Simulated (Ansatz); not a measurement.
A nudged elastic band was laid between two geometries of CH₈AlN (11 atoms, charge 0, multiplicity 1).

Theory: Ansatz, RKS r2SCAN/def2-SVP.

```
movable images  : 5
climbing image  : yes
spring          : 5.0 eV/Å²
optimiser       : quadratic models (default)
start path      : IDPP
force threshold : 0.05 eV/Å
iteration limit : 60
end points      : relaxed
```

First end point:

```xyz
11
Properties=species:S:1:pos:R:3
C 1.260 0.109 -0.619
N 0.398 -0.206 0.537
Al -1.620 0.054 0.201
H 2.329 -0.040 -0.398
H 0.968 -0.532 -1.462
H 1.089 1.154 -0.912
H 0.659 0.371 1.342
H 0.545 -1.174 0.837
H -2.181 -0.384 1.643
H -1.627 1.623 -0.152
H -1.819 -0.975 -1.018
```

Last end point:

```xyz
11
Properties=species:S:1:pos:R:3
C 1.224 0.431 -0.546
N 0.371 0.037 0.592
Al -1.561 -0.475 0.082
H 1.268 -0.403 -1.259
H 0.761 1.288 -1.054
H 2.245 0.699 -0.232
H 0.323 0.795 1.279
H 0.786 -0.755 1.090
H -2.131 -0.821 1.544
H -2.030 0.909 -0.589
H -1.256 -1.705 -0.907
```

(1) Which bonds break or form, and what moves?

(2) What energy profile does the band end with?

(3) What is the geometry of the highest image?

(4) What are the harmonic wavenumbers there?

Answers

(1) No bond is made or broken. The dihedral H6–C1–N2–Al3 goes from 59 to 180°. The two ends are copies of one structure, up to a mirror image or an exchange of like atoms.

(2) It converged. The highest image is number 3 of 0 to 6, 2.6 kcal/mol above the ends, which have the same energy within 2 meV. A vibrational analysis at the climbing image gives one clearly imaginary mode, 234i cm⁻¹: a first-order saddle point.

```json
{"image": "0", "path coordinate (Å)": "0.00", "energy (kcal/mol)": "0.0", "dihedral H6–C1–N2–Al3 (°)": "59"}
{"image": "1", "path coordinate (Å)": "0.59", "energy (kcal/mol)": "0.5", "dihedral H6–C1–N2–Al3 (°)": "77"}
{"image": "2", "path coordinate (Å)": "1.18", "energy (kcal/mol)": "1.8", "dihedral H6–C1–N2–Al3 (°)": "98"}
{"image": "3", "path coordinate (Å)": "1.77", "energy (kcal/mol)": "2.6", "dihedral H6–C1–N2–Al3 (°)": "120"}
{"image": "4", "path coordinate (Å)": "2.36", "energy (kcal/mol)": "1.8", "dihedral H6–C1–N2–Al3 (°)": "141"}
{"image": "5", "path coordinate (Å)": "2.95", "energy (kcal/mol)": "0.5", "dihedral H6–C1–N2–Al3 (°)": "162"}
{"image": "6", "path coordinate (Å)": "3.54", "energy (kcal/mol)": "0.0", "dihedral H6–C1–N2–Al3 (°)": "180"}
```

(3) 
```xyz
11
Properties=species:S:1:pos:R:3
C 1.237 0.351 -0.581
N 0.385 -0.007 0.583
Al -1.596 -0.358 0.124
H 2.048 -0.379 -0.708
H 0.631 0.362 -1.498
H 1.681 1.346 -0.446
H 0.410 0.730 1.291
H 0.744 -0.841 1.052
H -2.149 -0.701 1.594
H -1.977 1.072 -0.502
H -1.413 -1.576 -0.908
```

(4) 234i, 120, 190, 361, 411, 539, 664, 759, 771, 776, 1019, 1034, 1075, 1173, 1296, 1444, 1473, 1486, 1620, 1849, 1849, 1865, 3060, 3163, 3176, 3495, 3566 cm⁻¹.

Run time: 44 s on 2 threads of INTEL(R) XEON(R) PLATINUM 8581C CPU @ 2.10GHz (Emerald Rapids) (shared host), peak memory 0.15 GiB.
